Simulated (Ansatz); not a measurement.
# BHClO (SMILES O[B]Cl) at UCCSD/STO-3G

Aim: the vertical ionisation energy of BHClO at UCCSD/STO-3G, from 2 runs. 

The results are computed with Ansatz 0.2.0.

62 further runs of the same task are left out: 62 set aside as unsound or not needed.

### 1 Starting point

BHClO: 4 atoms, total charge 0, spin state doublet. As SMILES, `O[B]Cl`. The shape is that of a PBE0-D4/def2-TZVP optimisation.

Bond lengths: O1–B2 1.334 Å, B2–Cl3 1.740 Å, O1–H4 0.961 Å. Angles: O1–B2–Cl3 122.2°, B2–O1–H4 113.5°.

### 2 A single-point energy at UCCSD/STO-3G

job.yaml reads:

```yaml
crystal:
  periodic: [false, false, false]
  atoms:
    - {symbol: O, position_ang: [0.545600, 0.191100, -0.589300]}
    - {symbol: B, position_ang: [-0.429900, 0.065600, 0.312600]}
    - {symbol: Cl, position_ang: [-0.557200, -1.323200, 1.352900]}
    - {symbol: H, position_ang: [0.497000, 1.006200, -1.096500]}
basis:
  gaussian:
    orbitals: STO-3G
magnetization:
  spin_polarized: true
  initial_magnetization: 1
correlation:
  method: ccsd
  frozen_orbitals: {B: 1, Cl: 5, H: 0, O: 1}
accuracy: high
scf:
  omitted_lower_state_checks: [cluster_reference, increment]
```

On the command line:

```bash
$ ansatz run job.yaml --threads 1 --pin off --max-ram 2610MiB --events-out events.jsonl --progress --plain --runs-dir runs
```

The program printed (excerpt; [...] marks lines left out):

```text
Warning: RAYON_NUM_THREADS=1 ignored (pool sized by the plan → 1); use --threads N
Functional definition: HF
  name "HF"
[...]
349 factors; integrals over basis functions are off by at most 3.1e-8 eV
[...]
mean field -15058.52107995 eV, -553.3904426559 hartree, gradient 1.3e-8 eV, S^2 0.755118; 0 other end points of the search recorded, 0 dependent functions left out
7 core orbitals not correlated: weight in the atoms' cores, before any rotation towards them, 1.000 or more for the frozen orbitals, at most 0.000 for the correlated occupied ones
reference -15058.52107995 eV, -553.3904426559 hartree; 9, 8 occupied and 4, 5 virtual orbitals, 349 factors
second order -2.07994215 eV of doubles, -0.00000000 eV of singles
cycle   1  -2.28110651 eV  change   -2.0e-1 eV  update   8.0e-2
[...]
cycle  23  -2.53038868 eV  change   9.4e-10 eV  update   1.0e-9
Total energy: -15061.05146863 eV, -553.4834327248 hartree
Checks for a lower state left out: cluster_reference, increment
```

Wall time 0.24 s (1 thread of Arm Neoverse V1, shared host).

### 3 The singlet cation at the same level

job.yaml reads:

```yaml
basis:
  gaussian: {orbitals: STO-3G}
crystal:
  periodic: [false, false, false]
  atoms:
    - {symbol: O, position_ang: [0.545600, 0.191100, -0.589300]}
    - {symbol: B, position_ang: [-0.429900, 0.065600, 0.312600]}
    - {symbol: Cl, position_ang: [-0.557200, -1.323200, 1.352900]}
    - {symbol: H, position_ang: [0.497000, 1.006200, -1.096500]}
total_charge: 1
accuracy: high
scf: {omitted_lower_state_checks: [cluster_reference, increment]}
correlation: {method: ccsd, frozen_orbitals: {B: 1, Cl: 5, H: 0, O: 1}}
```

On the command line:

```bash
$ ansatz run job.yaml --threads 1 --pin off --max-ram 2610MiB --events-out events.jsonl --progress --plain --runs-dir runs
```

The program printed (excerpt; [...] marks lines left out):

```text
Warning: RAYON_NUM_THREADS=1 ignored (pool sized by the plan → 1); use --threads N
[... 2 set-up lines as earlier in the session ...]
[...]
349 factors; integrals over basis functions are off by at most 3.1e-8 eV
[...]
mean field -15051.52730708 eV, -553.1334262435 hartree, gradient 8.7e-9 eV, S^2 0.000000; 0 other end points of the search recorded, 0 dependent functions left out
7 core orbitals not correlated: weight in the atoms' cores, before any rotation towards them, 1.000 or more for the frozen orbitals, at most 0.000 for the correlated occupied ones
reference -15051.52730708 eV, -553.1334262435 hartree; 8, 8 occupied and 5, 5 virtual orbitals, 349 factors
second order -3.26212848 eV of doubles, -0.00000000 eV of singles
cycle   1  -3.23947164 eV  change    2.3e-2 eV  update   1.4e-1
[...]
cycle  22  -3.65988374 eV  change   4.0e-10 eV  update  7.6e-10
Total energy: -15055.18719082 eV, -553.2679244902 hartree
Checks for a lower state left out: cluster_reference, increment
```

It took 0.16 s on 1 thread of Arm Neoverse V1, shared host.

### 4 What came out

At UCCSD/STO-3G, 7 core orbitals frozen:

```
                                                   quantity          value
                                doublet BHClO: total energy  -553.48343 Eh
 doublet BHClO: correlation energy (7 core orbitals frozen)      -93.0 mEh
           doublet BHClO: ⟨S²⟩ of the reference determinant          0.755
                               doublet BHClO: T1 diagnostic          0.018
                               singlet cation: total energy  -553.26792 Eh
singlet cation: correlation energy (7 core orbitals frozen)     -134.5 mEh
                              singlet cation: T1 diagnostic          0.029
         vertical ionisation energy (to the singlet cation)       5.864 eV
```

The vertical ionisation energy comes to 5.86 eV (566 kJ/mol). Only the singlet of the ionised species was computed; a triplet could lie lower. In a minimal basis such a difference can be off by several eV, whatever the method. The T1 diagnostic (singlet cation) of 0.029 is above the customary mark for such species, so a single reference may not serve.
